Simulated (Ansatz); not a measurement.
## Cubic BN: TA phonon frequency at X by level of theory

No measured value is used here.

```csv
level (code),value (cm⁻¹),cell (Å³/atom)
LDA (Ansatz),704,5.74
PBE (Ansatz),695,5.95
PBE-D3(BJ) (Ansatz),698,5.86
LC-ωPBE (Ansatz),726,5.78
Hartree–Fock (Ansatz),___,5.83
```

Task: What belongs in the gaps?

Result: 
- Hartree–Fock (Ansatz, a program for electronic structure), value (cm⁻¹): 783

PBE-D3(BJ): the dispersion coefficients are held fixed in the derivatives. Each level is taken at its own relaxed cell. K meshes differ between the levels. Ansatz's density-functional and Hartree–Fock values are scalar-relativistic unless marked +SOC, with PAW data made under PBE.
